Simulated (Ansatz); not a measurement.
I need a composite energy at a relaxed geometry of CH5NSi, SMILES N=C[SiH3]. Use Ansatz's Python interface. Settings (for the species named): PBE0, def2-SVP basis, multiplicity 1.

```yaml
atoms:
  - { symbol: N, position_ang: [-1.5564, 0.1819, -0.6952] }
  - { symbol: C, position_ang: [-0.3276, 0.3672, -0.6234] }
  - { symbol: Si, position_ang: [0.6326, -0.4215, 0.7423] }
  - { symbol: H, position_ang: [-1.8919, 0.7438, -1.5289] }
  - { symbol: H, position_ang: [0.2377, 0.9591, -1.3786] }
  - { symbol: H, position_ang: [0.2573, 0.0868, 2.0985] }
  - { symbol: H, position_ang: [2.1330, -0.0831, 0.5986] }
  - { symbol: H, position_ang: [0.6075, -1.8913, 0.7309] }
```

`composite.py`
```python
"""Relax CH5NSi cheaply, then refine its energy."""

from dataclasses import dataclass
import itertools
import logging
import sys

import ansatz as az
from ase.data import atomic_numbers, covalent_radii
import numpy as np

logging.basicConfig(stream=sys.stdout, format="%(levelname)s:%(name)s:%(message)s")
log = logging.getLogger("ansatz_job")
log.setLevel(logging.INFO)


@dataclass(frozen=True)
class Settings:
    basis_set: str = "def2-SVP"
    xc: str = "pbe0"


cfg = Settings()

GEOMETRY = """
N    -1.55640    0.18190   -0.69520
C    -0.32760    0.36720   -0.62340
Si    0.63260   -0.42150    0.74230
H    -1.89190    0.74380   -1.52890
H     0.23770    0.95910   -1.37860
H     0.25730    0.08680    2.09850
H     2.13300   -0.08310    0.59860
H     0.60750   -1.89130    0.73090
"""

molecule = az.Crystal.molecule()
for line in GEOMETRY.strip().splitlines():
    symbol, *xyz = line.split()
    molecule = molecule.atom(symbol, [float(v) for v in xyz])

base = (
    molecule.calculation()
    .basis(gaussian=cfg.basis_set)  # the orbital basis, by name
    .functional(cfg.xc)
)
symbols = [site.symbol for site in molecule.cartesian_sites]
start = np.array([site.position_ang for site in molecule.cartesian_sites], dtype=float)
report = base.relax(force_tolerance=0.01).run().report
end = np.array(report["positions_ang"])
# pairs closer than 1.2 times the sum of covalent radii, before or after
radius = [covalent_radii[atomic_numbers[s]] for s in symbols]
span = lambda where, i, j: np.linalg.norm(where[i] - where[j])
bonded = [(i, j) for i, j in itertools.combinations(range(len(symbols)), 2) if min(span(start, i, j), span(end, i, j)) < 1.2 * (radius[i] + radius[j])]
log.info("pair        before    after (A)")
for i, j in bonded:
    print(f"{symbols[i]}{i}-{symbols[j]}{j}".ljust(10), f"{span(start, i, j):8.4f} {span(end, i, j):8.4f}")

minimum = az.Crystal.molecule()
for symbol, place in zip(symbols, end):
    minimum = minimum.atom(symbol, place.tolist())
at_minimum = minimum.calculation()
# MP2 extrapolated to the basis limit, plus the small-basis difference CCSD(T) - MP2
level = lambda method, basis: at_minimum.basis(gaussian=basis).correlation(method).run().report
small, large, cluster = level("mp2", "cc-pVDZ"), level("mp2", "cc-pVTZ"), level("ccsd_t", "cc-pVDZ")
corr = lambda each: (each["free_energy_ev"] - each["reference_energy_ev"]) / 27.211386246
mp2_limit = (27 * corr(large) - 8 * corr(small)) / 19
pieces = {"HF / cc-pVTZ": large["reference_energy_ev"] / 27.211386246, "MP2 correlation, DZ-TZ limit": mp2_limit, "CCSD(T) - MP2 / cc-pVDZ": corr(cluster) - corr(small)}
for name, value in pieces.items():
    log.info(f"{name:32s} {value:14.6f} Ha")
log.info(f"{'sum':32s} {sum(pieces.values()):14.6f} Ha")
print("T1 diagnostic", round(cluster["correlation"]["coupled_cluster"]["t1_diagnostic"], 4))
```

```console
$ python composite.py
INFO:ansatz_job:pair        before    after (A)
N0-C1        1.2448   1.2731
N0-H3        1.0599   1.0281
C1-Si2       1.8464   1.8974
C1-H4        1.1137   1.1126
Si2-H5       1.4962   1.4964
Si2-H6       1.5448   1.4964
Si2-H7       1.4701   1.4890
INFO:ansatz_job:HF / cc-pVTZ                        -384.172271 Ha
INFO:ansatz_job:MP2 correlation, DZ-TZ limit          -0.530958 Ha
INFO:ansatz_job:CCSD(T) - MP2 / cc-pVDZ               -0.056973 Ha
INFO:ansatz_job:sum                                 -384.760202 Ha
T1 diagnostic 0.0121
```

Notes:
- Total energies depend on the basis set; only differences at equal settings carry meaning.
- The sum leaves out core correlation, relativity, the Hartree-Fock basis error and zero-point energy; a DZ-TZ extrapolation is rough.
- Inner cores stay frozen, so this is valence correlation.
- For Al to Cl the sets with a tight d function, cc-pV(X+d)Z, are usual.
- An extrapolation from small basis sets is rough.
- It ran for 71 s on 1 thread of Arm Neoverse V1, with other jobs on the host, peak memory 0.33 GiB.
